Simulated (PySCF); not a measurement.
Breaking a bond: SMILES O. The O1–H3 bond (O1 also carries H; H3 carries nothing else) is pulled apart rigidly from the PBE0/def2-TZVP optimised geometry.

Computed with: UHF/cc-pVTZ (PySCF); RHF/cc-pVTZ (PySCF); UKS-TPSSh = unrestricted TPSSh/cc-pVTZ (PySCF); RKS-TPSSh = restricted TPSSh/cc-pVTZ (PySCF); UKS-CAM-B3LYP = unrestricted CAM-B3LYP/cc-pVTZ (PySCF); RKS-CAM-B3LYP = restricted CAM-B3LYP/cc-pVTZ in PySCF; UKS-BLYP = unrestricted BLYP/cc-pVTZ in PySCF 2.14.0; RKS-BLYP = restricted BLYP/cc-pVTZ run with PySCF.

Scanned distances (Å): 0.73, 0.77, 0.82, 0.87, 0.90, 0.92, 0.96, 0.98, 1.01, 1.07, 1.12, 1.20, 1.28, 1.45, 1.59, 1.73, 1.91, 2.09, 2.35, 2.57, 2.90, 3.34.

Question: Where does the unrestricted solution first break spin symmetry (<S²> of 0.01 or more)?

Answer: UHF: between 1.28 and 1.45 Å; UKS-TPSSh: between 1.59 and 1.73 Å; UKS-CAM-B3LYP: between 1.59 and 1.73 Å; UKS-BLYP: between 1.73 and 1.91 Å.

```tsv
R / Å	<S²> UHF	E(RHF) − E(UHF) / kJ/mol	<S²> UKS-TPSSh	E(RKS-TPSSh) − E(UKS-TPSSh) / kJ/mol	<S²> UKS-CAM-B3LYP	E(RKS-CAM-B3LYP) − E(UKS-CAM-B3LYP) / kJ/mol	<S²> UKS-BLYP	E(RKS-BLYP) − E(UKS-BLYP) / kJ/mol
0.73	0.00	0.0	0.00	0.0	0.00	0.0	0.00	0.0
0.77	0.00	0.0	0.00	0.0	0.00	0.0	0.00	0.0
0.82	0.00	0.0	0.00	0.0	0.00	0.0	0.00	0.0
0.87	0.00	0.0	0.00	0.0	0.00	0.0	0.00	0.0
0.90	0.00	0.0	0.00	0.0	0.00	0.0	0.00	0.0
0.92	0.00	0.0	0.00	0.0	0.00	0.0	0.00	0.0
0.96	0.00	0.0	0.00	0.0	0.00	0.0	0.00	0.0
0.98	0.00	0.0	0.00	0.0	0.00	0.0	0.00	0.0
1.01	0.00	0.0	0.00	0.0	0.00	0.0	0.00	0.0
1.07	0.00	0.0	0.00	0.0	0.00	0.0	0.00	0.0
1.12	0.00	0.0	0.00	0.0	0.00	0.0	0.00	0.0
1.20	0.00	0.0	0.00	0.0	0.00	0.0	0.00	0.0
1.28	0.00	0.0	0.00	0.0	0.00	0.0	0.00	0.0
1.45	0.34	15.3	0.00	0.0	0.00	0.0	0.00	0.0
1.59	0.62	67.2	0.00	0.0	0.00	0.0	0.00	0.0
1.73	0.78	132.2	0.29	7.4	0.29	8.8	0.00	0.0
1.91	0.88	217.1	0.51	32.4	0.58	39.6	0.29	6.9
2.09	0.94	295.0	0.66	62.3	0.75	79.5	0.54	23.9
2.35	0.98	390.7	0.82	104.8	0.89	138.1	0.76	54.4
2.57	0.99	456.9	0.90	136.9	0.95	182.5	0.86	—
2.90	1.00	535.2	0.98	176.4	0.98	237.0	0.93	—
3.34	1.00	610.2	1.00	211.3	1.00	289.6	0.98	—
```

A dash means that the run gave no value there, or that the column was ended at a point which the program doubted or which failed a test of continuity chosen for this set; such a test can also cut sound points.
